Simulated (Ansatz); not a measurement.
in.yaml

```yaml
crystal:
  periodic: [false, false, false]
  atoms:
    - {symbol: C, position_ang: [0.000000, 0.000000, 3.092846]}
    - {symbol: P, position_ang: [0.000000, 0.000000, -0.117702]}
    - {symbol: H, position_ang: [0.000000, 0.000000, -2.975144]}
basis:
  gaussian: {orbitals: "6-31G*"}
correlation: {method: fic_mrcisd_q, electrons: valence, active_space: {window: {electrons: 8, orbitals: 6}}}
accuracy: high
```

```sh
$ ansatz run in.yaml --threads 1 --pin off --events-out ev --progress --plain --max-ram 2393MiB
```

Log:

```
603 factors; integrals over basis functions are off by at most 3.8e-9 eV
mean field evaluation 1: about -10280.6464 eV, gradient 3.8e1 eV
mean field evaluation 2: about -10280.6473 eV, gradient 3.8e1 eV
mean field evaluation 4: about -10183.9252 eV, gradient 1.4e2 eV
mean field evaluation 8: about -10298.1957 eV, gradient 7.8e-1 eV
mean field evaluation 16: about -10302.4603 eV, gradient 3.1e-8 eV
mean field evaluation 32: about -10302.5066 eV, gradient 8.0e-2 eV
mean field evaluation 64: about -10302.3301 eV, gradient 1.3e-8 eV
mean field evaluation 96: about -10302.4981 eV, gradient 2.4e-1 eV
mean field evaluation 128: about -10302.4641 eV, gradient 3.0e-1 eV
mean field evaluation 160: about -10302.3301 eV, gradient 3.6e-5 eV
...
contracted CI cycle  47: correlation -4.43186890 eV, -0.1628681779 hartree, residual 2.32e-6 eV
contracted CI cycle  48: correlation -4.43186890 eV, -0.1628681779 hartree, residual 1.83e-6 eV
contracted CI cycle  49: correlation -4.43186890 eV, -0.1628681779 hartree, residual 1.71e-6 eV
contracted CI cycle  50: correlation -4.43186890 eV, -0.1628681779 hartree, residual 1.41e-6 eV
contracted CI cycle  51: correlation -4.43186890 eV, -0.1628681779 hartree, residual 1.03e-6 eV
contracted CI cycle  52: correlation -4.43186890 eV, -0.1628681779 hartree, residual 6.20e-7 eV
contracted CI cycle  53: correlation -4.43186890 eV, -0.1628681779 hartree, residual 3.27e-7 eV
contracted CI cycle  54: correlation -4.43186890 eV, -0.1628681779 hartree, residual 1.65e-7 eV
contracted CI cycle  55: correlation -4.43186890 eV, -0.1628681779 hartree, residual 9.69e-8 eV
contracted CI cycle  56: correlation -4.43186890 eV, -0.1628681779 hartree, residual 5.65e-8 eV
state -10305.44053000 eV, -378.7179541989 hartree; corrected -10310.78148281 eV, -378.9142305947 hartree
state -10307.06998442 eV, -378.7778355446 hartree; corrected -10311.67888826 eV, -378.9472096366 hartree
WARN: 1 active orbitals are nearly empty or full. The corrections depend on them more than the energy does, and are more stable in an active space without them
Total energy: -10311.67888826 eV, -378.9472096366 hartree
```

Natural occupations: 2.0000 1.9998 1.0940 1.0525 0.9475 0.9062.

Ran on 1 thread of Arm Neoverse V2, shared host: 6 s wall, 0.18 GiB peak host memory.
